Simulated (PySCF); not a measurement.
**Continuum solvent and chemical shifts**

Structure with atom numbers: `[CH:1]#[C:2][AlH3-:3]`. Hydrogens are named by the atom that carries them.

GIAO PBE0/pcSseg-1 in PySCF 2.14 on one PBE0-D3(BJ)/def2-SVP conformer, non-relativistic, equivalent nuclei averaged. Solvents enter as an IEF-PCM continuum (chloroform with ε = 4.7, tetrahydrofuran with ε = 7.4) around the gas-phase geometry. Shifts are referred to TMS, AlH4- computed in the same medium.

Gas phase, δ in ppm: C2 116.9, C1 88.4, Al3 6.9, H(Al3) 3.40, H(C1) 1.01. Dipole moment 3.99 D.

Question: How does each δ change in the continuum?

Answer: 
| atoms | environment | Δδ, chloroform | Δδ, tetrahydrofuran |
| --- | --- | --- | --- |
| C2 | alkyne carbon | -7.1 | -8.1 |
| C1 | terminal alkyne carbon | +10.3 | +11.8 |
| Al3 | aluminium bonded to C, 3 H | -5.4 | -5.9 |
| H(Al3) | hydrogen on an aluminium bonded to C | -0.23 | -0.26 |
| H(C1) | hydrogen on a terminal alkyne carbon | +0.70 | +0.81 |

Changes are relative to the gas phase. The dipole moment becomes 4.81 D in chloroform, 4.93 D in tetrahydrofuran.

Question: Which nuclei move most (in ppm), and what does the model miss?

Answer: C1 (terminal alkyne carbon, +11.8 ppm) in tetrahydrofuran. A continuum only polarises the solute; specific hydrogen bonds, the anisotropy of aromatic solvents and changes of geometry or conformer are outside it, as are counter-ions.
